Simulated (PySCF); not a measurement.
# Which determinant of NaP lies lowest?

Unrestricted PBE0; PySCF, spin-free X2C with a Gaussian nucleus, basis sets Na x2c-TZVPPall, P x2c-TZVPPall. Outer shells of the fragments: Na 3s1; P 3s2 3p3.

Followed along the bond (rough minima from three points):

| 2Ms+1 | unpaired | ⟨S²⟩ at the start | R at minimum (Å) | Te (eV) |
| --- | --- | --- | --- | --- |
| 3 | π ↑↑ | 2.02 | 2.66 | 0.00 |
| 1 | π ↑↓ | 1.01 | 2.65 | 0.31 |
| 3 | σ ↑, π ↑ | 2.01 | 2.53 | 0.70 |
| 1 | σ ↓, π ↑ | 1.01 | 2.54 | 1.01 |
| 1 | none | 0.00 | 2.64 | 1.44 |

Solutions found at the starting distance of 2.640 Å, counted from the lowest of them; the search is not exhaustive and high or unbound solutions are not listed, so other states can lie among these:

```csv
2Ms+1,unpaired,term,E (eV),⟨S²⟩,⟨Lz²⟩,μ (D)
3,π ↑↑,³Σ⁻,0.00,2.02,0.00,-6.98
1,π ↑↓,mixed,0.31,1.01,2.03,-7.13
3,"σ ↑, π ↑",³Π,0.73,2.01,1.02,-8.30
1,"σ ↓, π ↑",mixed,1.02,1.01,1.02,-8.23
1,none,mixed,1.44,0.00,2.01,-7.14
5,"σ ↑↑, π ↑↑",⁵Σ⁻,1.86,6.00,0.00,3.45
3,"σ ↑↑, π ↑↓",mixed,2.55,3.02,2.03,3.58
1,"σ ↓↓, π ↑↑",mixed,2.57,2.02,0.00,3.75
5,"σ ↑, π ↑↑↑",⁵Π,3.38,6.00,1.00,1.59
3,"σ ↑, π ↑",³Π,3.42,2.01,1.01,3.56
1,"σ ↓, π ↑",mixed,3.45,1.01,1.01,3.80
3,σ ↑↑,mixed,3.79,2.01,2.01,3.56
3,"σ ↑, π ↑↑↓",mixed,4.05,3.02,3.03,1.59
```

A term symbol is given only where ⟨S²⟩ and ⟨Lz²⟩ are close to those of a pure state; real π, δ and φ orbitals otherwise mix terms. A positive dipole means Na(−)P(+).

Counting both spins, an empty level lies below a filled one in some of these solutions, because spin and occupation are held.
